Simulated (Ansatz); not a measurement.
## fcc Cu

The numbers are results of LDA (plane waves, PAW; Ansatz, a program for electronic structure), not measurements.

Numerical settings: plane-wave cutoff 500 eV, 16×22×1 k mesh (along the axes of the cell as run), Fermi–Dirac smearing 0.1 eV, scalar-relativistic PAW data made under PBE.

Cell: relaxed at this level.

```
Quantity                              Value
--------------------------------  ---------
surface energy of the (110) face  2.13 J/m²
work function of the (110) face     4.82 eV
```

The slab of 12 atoms is relaxed and unreconstructed.

Static lattice: no zero-point or thermal effects.

Computing time: around 24 core-minutes (rough).
